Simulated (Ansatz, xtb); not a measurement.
FH3NSi+: where a starting geometry ends

The starting geometry of this gas-phase singlet has its atoms placed at random.

```xyz
6

F    -1.3048    1.4018    0.7767
N    -0.0448   -1.5717   -0.8374
Si   -1.7298   -0.2415    0.1512
H     0.1933   -0.6569    0.3577
H    -1.2969   -0.1479   -1.2350
H    -0.4466    1.4769    0.3140
```

Problem. One run relaxed it with r2SCAN-D4/def2-SVP. What is a likely outcome?

Solution. It ends as a structure given below by its coordinates. Distances that change by over a tenth: F1–Si3 (1.81 → 2.09 Å). Contacts that open: Si3–H5 (1.46 → 2.38 Å). Contacts that close: N2–Si3 (2.36 → 1.68 Å), N2–H4 (1.52 → 1.02 Å), N2–H5 (1.94 → 1.03 Å).

The energy falls by 9.39 eV over 22 steps:

| step | E − E(last) (eV) |
| --- | --- |
| 1 | 9.391 |
| 3 | 5.207 |
| 6 | 1.307 |
| 8 | 0.697 |
| 10 | 0.470 |
| 13 | 0.138 |
| 15 | 0.091 |
| 17 | 0.067 |
| 20 | 0.001 |
| 22 | 0.000 |

Final geometry (Å):

```yaml
atoms:
  - { symbol: F, position_ang: [-0.7352, 1.3332, 0.7616] }
  - { symbol: N, position_ang: [-0.5992, -0.8367, -0.6518] }
  - { symbol: Si, position_ang: [-1.9972, -0.0620, -0.1460] }
  - { symbol: H, position_ang: [0.3720, -0.5647, -0.4740] }
  - { symbol: H, position_ang: [-0.6370, -1.6944, -1.2119] }
  - { symbol: H, position_ang: [-1.0329, 2.0855, 1.2493] }
```

From the same start GFN2-xTB reaches the same bonding as this run.

From so rough a start the end depends on the optimiser's path, so another program may land elsewhere. No frequencies were run, so the end isn't proven a minimum. Run with Ansatz 0.2.0, 20 s on 1 thread of Intel(R) Xeon(R) 6975P-C (Granite Rapids), with other jobs on the host.
